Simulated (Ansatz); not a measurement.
Geometry optimisation of `SC1OCO1`.

```yaml
crystal:
  periodic: [false, false, false]
  atoms:
    - {symbol: S, position_ang: [-1.298823, 1.675852, 0.011093]}
    - {symbol: C, position_ang: [-0.589158, -0.022342, 0.100664]}
    - {symbol: O, position_ang: [0.067601, -0.359352, -1.108870]}
    - {symbol: C, position_ang: [1.255295, -0.520750, -0.329079]}
    - {symbol: O, position_ang: [0.588840, -0.188185, 0.885330]}
    - {symbol: H, position_ang: [-2.241775, 1.461369, 0.971521]}
    - {symbol: H, position_ang: [-1.403896, -0.722442, 0.402413]}
    - {symbol: H, position_ang: [1.645438, -1.567962, -0.339693]}
    - {symbol: H, position_ang: [2.064978, 0.197511, -0.610579]}
basis:
  gaussian: {orbitals: def2-TZVP}
hamiltonian: {xc: pbe0, dispersion: d4}
relax: {f_tol: 0.005, max_steps: 150}
```

```sh
$ ansatz run in.yaml --threads 2 --pin off --events-out ev --progress --plain --max-ram 4352MiB
```

It prints (some lines left out):

```
Functional definition: PBE0
mean field -17059.32385604 eV, -626.9185884845 hartree, gradient 5.9e-5 eV, S^2 0.000000; 0 other end points of the search recorded, 0 dependent functions left out
relax step   1: F+E_penalty+E_count = -17059.47344851 eV  Δ(F+E_penalty+E_count) = +0.000e0 eV  max|allowed force component| = 6.725e-1 eV/Å  Δτ_max = 0.0000 Å  (30 SCF iters, accepted)
mean field -17059.36418188 eV, -626.9200704318 hartree, gradient 1.1e-5 eV, S^2 0.000000; 0 other end points of the search recorded, 0 dependent functions left out
relax step   2: F+E_penalty+E_count = -17059.51436199 eV  Δ(F+E_penalty+E_count) = -4.091e-2 eV  max|allowed force component| = 3.312e-1 eV/Å  Δτ_max = 0.0239 Å  (33 SCF iters, accepted)
mean field -17059.37021511 eV, -626.9202921489 hartree, gradient 1.1e-5 eV, S^2 0.000000; 0 other end points of the search recorded, 0 dependent functions left out
relax step   3: F+E_penalty+E_count = -17059.52069893 eV  Δ(F+E_penalty+E_count) = -6.337e-3 eV  max|allowed force component| = 6.522e-2 eV/Å  Δτ_max = 0.0132 Å  (32 SCF iters, accepted)
mean field -17059.37043758 eV, -626.9203003244 hartree, gradient 1.0e-5 eV, S^2 0.000000; 0 other end points of the search recorded, 0 dependent functions left out
relax step   4: F+E_penalty+E_count = -17059.52095247 eV  Δ(F+E_penalty+E_count) = -2.535e-4 eV  max|allowed force component| = 3.766e-2 eV/Å  Δτ_max = 0.0080 Å  (32 SCF iters, accepted)
mean field -17059.37067155 eV, -626.9203089227 hartree, gradient 1.0e-5 eV, S^2 0.000000; 0 other end points of the search recorded, 0 dependent functions left out
relax step   5: F+E_penalty+E_count = -17059.52114815 eV  Δ(F+E_penalty+E_count) = -1.957e-4 eV  max|allowed force component| = 1.308e-2 eV/Å  Δτ_max = 0.0100 Å  (33 SCF iters, accepted)
mean field -17059.37098618 eV, -626.9203204853 hartree, gradient 1.1e-5 eV, S^2 0.000000; 0 other end points of the search recorded, 0 dependent functions left out
relax step   6: F+E_penalty+E_count = -17059.52136439 eV  Δ(F+E_penalty+E_count) = -2.162e-4 eV  max|allowed force component| = 2.776e-2 eV/Å  Δτ_max = 0.0223 Å  (31 SCF iters, accepted)
mean field -17059.37093178 eV, -626.9203184858 hartree, gradient 9.9e-6 eV, S^2 0.000000; 0 other end points of the search recorded, 0 dependent functions left out
relax step   7: F+E_penalty+E_count = -17059.52132483 eV  Δ(F+E_penalty+E_count) = +3.956e-5 eV  max|allowed force component| = 3.225e-2 eV/Å  Δτ_max = 0.0058 Å  (33 SCF iters, rejected (line search))
mean field -17059.37107147 eV, -626.9203236196 hartree, gradient 1.0e-5 eV, S^2 0.000000; 0 other end points of the search recorded, 0 dependent functions left out
relax step   8: F+E_penalty+E_count = -17059.52143320 eV  Δ(F+E_penalty+E_count) = -6.881e-5 eV  max|allowed force component| = 3.991e-3 eV/Å  Δτ_max = 0.0028 Å  (34 SCF iters, accepted)
mean field -17059.37129086 eV, -626.9203316819 hartree, gradient 1.1e-5 eV, S^2 0.000000; 0 other end points of the search recorded, 0 dependent functions left out
relax step   9: F+E_penalty+E_count = -17059.52155517 eV  Δ(F+E_penalty+E_count) = -1.220e-4 eV  max|allowed force component| = 9.948e-3 eV/Å  Δτ_max = 0.0290 Å  (32 SCF iters, accepted)
mean field -17059.37134521 eV, -626.9203336794 hartree, gradient 9.8e-6 eV, S^2 0.000000; 0 other end points of the search recorded, 0 dependent functions left out
relax step  10: F+E_penalty+E_count = -17059.52158047 eV  Δ(F+E_penalty+E_count) = -2.530e-5 eV  max|allowed force component| = 4.349e-3 eV/Å  Δτ_max = 0.0126 Å  (32 SCF iters, accepted)
mean field -17059.37135819 eV, -626.9203341561 hartree, gradient 9.8e-6 eV, S^2 0.000000; 0 other end points of the search recorded, 0 dependent functions left out
relax step  11: F+E_penalty+E_count = -17059.52158369 eV  Δ(F+E_penalty+E_count) = -3.217e-6 eV  max|allowed force component| = 4.018e-3 eV/Å  Δτ_max = 0.0055 Å  (32 SCF iters, accepted)
mean field -17059.37135819 eV, -626.9203341561 hartree, gradient 9.9e-6 eV, S^2 0.000000; 1 other end points of the search recorded, 0 dependent functions left out
Total energy: -17059.52160997 eV, -626.9258558072 hartree
Atom 0 at    -1.286342     1.665330     0.057970 Å, force     0.000964     0.002486    -0.001331 eV/Å
Atom 1 at    -0.574030     0.005297     0.111800 Å, force    -0.002988    -0.003630     0.000202 eV/Å
Atom 2 at     0.071717    -0.325494    -1.097234 Å, force    -0.001507     0.002101     0.000421 eV/Å
Atom 3 at     1.252548    -0.523806    -0.333994 Å, force    -0.000986    -0.000827     0.000649 eV/Å
Atom 4 at     0.610907    -0.148374     0.871055 Å, force     0.004018     0.000120    -0.002268 eV/Å
Atom 5 at    -2.281828     1.404265     0.918701 Å, force     0.000973    -0.002111    -0.000084 eV/Å
Atom 6 at    -1.354383    -0.704259     0.408053 Å, force    -0.000211     0.000952    -0.000177 eV/Å
Atom 7 at     1.582681    -1.569502    -0.330810 Å, force     0.000113     0.000414     0.001291 eV/Å
Atom 8 at     2.067229     0.150241    -0.622741 Å, force    -0.000376     0.000496     0.001296 eV/Å
Dipole moment:     0.001395    -0.241559     0.098496 e Å
```

Run time 54 s (2 threads of an Arm Neoverse V2 on a shared host); peak host memory 0.43 GiB.
